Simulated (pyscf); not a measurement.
NH₃ + H₂N–TiH(NH₂)–NH₂ → H₂N–Ti(NH₂)(NH₂)–NH₂ + H₂, a four-centre exchange (singlet surface; H–N, H–Ti broken, N–Ti, H–H formed). Single points on ωB97X-D3(BJ)/def2-SVP structures (PySCF, gas phase). Energies in eV from the separated reactants.

Small-basis levels: PySCF, no dispersion term, spherical d functions. AM1 to PM7: differences of heats of formation from MOPAC, which are fitted to 298 K values and so differ in kind from electronic energies by zero-point and thermal terms. GFN2-xTB: tblite. Cost: rough CPU time at the saddle relative to B3LYP/6-31G*+LANL2DZ, from one job on a shared machine.

```tsv
level	barrier	reaction energy	cost
HF/STO-3G	0.68	-1.24	0.03
HF/3-21G	0.37	-1.25	0.06
SVWN5/6-31G*+LANL2DZ	-0.38	-1.07	1
B3LYP/STO-3G	-0.47	-1.67	0.5
B3LYP/LANL2DZ	0.17	-1.18	1.0
B3LYP/6-31G*+LANL2DZ	0.47	-0.90	1
M06-2X/6-31G*+LANL2DZ	0.26	-0.99	3
B3LYP/6-311+G**+LANL2DZ	0.60	-0.72	2
PBE/def2-SVP	0.10	-0.78	2
B3LYP/def2-SVP	0.38	-0.72	1
GFN2-xTB	1.17	+0.90	under 0.02
PM7	1.37	-2.02	under 0.02
ωB97M-D3(BJ)/def2-TZVP	0.49	-0.69	–
```

Against the last row the barrier runs from -0.96 (B3LYP/STO-3G) to +0.88 eV (PM7). At SVWN5/6-31G*+LANL2DZ, B3LYP/STO-3G this geometry lies under one side, so the entry may be no barrier of that level: it is a single point on another level's saddle. ωB97M-D3(BJ)/def2-TZVP has limits of its own. On the reactant side the descent ends in an adduct with a N–Ti contact (not fully relaxed), 0.59 eV under the separated species and 0.98 eV under the saddle at ωB97X-D3(BJ)/def2-TZVP. What is counted as formed (N–Ti) is already present as a longer contact in the reactant adduct; forming that adduct is a step of its own. At the saddle there is also a short H–Ti contact that neither side keeps. At ωB97X-D3(BJ)/def2-TZVP the barrier from the zero used here is 0.39 eV. This is the saddle that the search found; another between the same sides may lie lower.
